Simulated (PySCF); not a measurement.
# Working out the ionisation energy of S

S [Ne] 3s2 3p4 (3P) → S⁺ [Ne] 3s2 3p3 (4S). All numbers are calculated (PySCF 2.14, the non-relativistic Hamiltonian (point nucleus), in def2-QZVPPD (10s7p5d2f1g, 79 functions)). Frozen: 1s2. Energies in hartree (1 hartree = 27.21139 eV):

```csv
part,S (lower),S⁺ (upper)
UHF,-397.513028,-397.173617
CCSD correlation,-0.332273,-0.296794
(T),-0.007670,-0.005985
```

What does Hartree-Fock give?

(-397.173617) − (-397.513028) = 0.339411 hartree = 9.236 eV.

What do CCSD and CCSD(T) give?

The CCSD correlation energies differ by 0.035479 hartree = 0.965 eV and the triples by 0.001685 hartree = 0.046 eV, so CCSD gives 10.201 eV and CCSD(T) 10.247 eV.

Measured between the centres of the two terms (NIST): 10.336 eV, so CCSD(T) (valence and next inner shell) is off by -0.089 eV.

What remains against the reference includes basis incompleteness, the frozen core and higher excitations.
